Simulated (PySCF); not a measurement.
Constants of NH⁺, step by step

State: ⁴Σ⁻, quartet, unpaired electrons σ ↑, π ↑↑. De refers to H⁺ + N. ROHF-based CCSD(T) in PySCF 2.14 with H aug-cc-pVTZ, N aug-cc-pVTZ and H aug-cc-pVQZ, N aug-cc-pVQZ (frozen core orbitals: 1; no relativity). Correlation energies are extrapolated as n⁻³ (n = 3, 4), Hartree–Fock as (n+1)·exp(−9√n). CV is the change on freezing 0 orbitals instead, in H cc-pVTZ, N cc-pwCVTZ. SR is the spin-free X2C energy in H cc-pVTZ-DK, N cc-pVTZ-DK less the non-relativistic one in H cc-pVTZ, N cc-pVTZ.

```tsv
Level	Re (Å)	ωe (cm⁻¹)	ωexe (cm⁻¹)	αe (cm⁻¹)	De (eV)
CCSD(T)/TZ	1.0941	2712.2	83.3	0.737	3.663
CCSD(T)/QZ	1.0927	2715.3	84.9	0.746	3.664
HF/CBS	1.0612	3007.2	89.5	0.730	3.919
MP2/CBS	1.0850	2757.0	91.7	0.779	3.652
CCSD/CBS	1.0895	2740.2	86.3	0.750	3.670
CCSD(T)/CBS	1.0922	2714.7	85.9	0.752	3.657
CCSD(T)/CBS+CV	1.0911	2720.8	86.0	0.753	3.656
CCSD(T)/CBS+CV+SR	1.0914	2717.2	86.0	0.754	3.652
```

Question: How much is left between CCSD(T)/QZ and the basis-set limit, and how much do the triples give at the limit?

Answer: CCSD(T)/CBS less CCSD(T)/QZ: -0.5 mÅ in Re, -0.6 cm⁻¹ in ωe and -0.007 eV in De. CCSD(T)/CBS less CCSD/CBS: +2.7 mÅ in Re, -25.5 cm⁻¹ in ωe and -0.013 eV in De.

Question: What do the later terms add?

Answer: CV: -1.1 mÅ in Re, +6.1 cm⁻¹ in ωe and -0.001 eV in De; SR: +0.3 mÅ in Re, -3.6 cm⁻¹ in ωe and -0.004 eV in De, each against the row above.

The T1 diagnostic is 0.019. The state was picked by a PBE0 search and need not be the measured ground state. Spin–orbit coupling, excitations beyond (T) and corrections to the Born–Oppenheimer picture are left out.

The whole job (state search and all basis sets along the bond) took about 4.8 min on 4 threads of AMD EPYC 9R45 96-Core (shared host), peak memory 13 GiB.
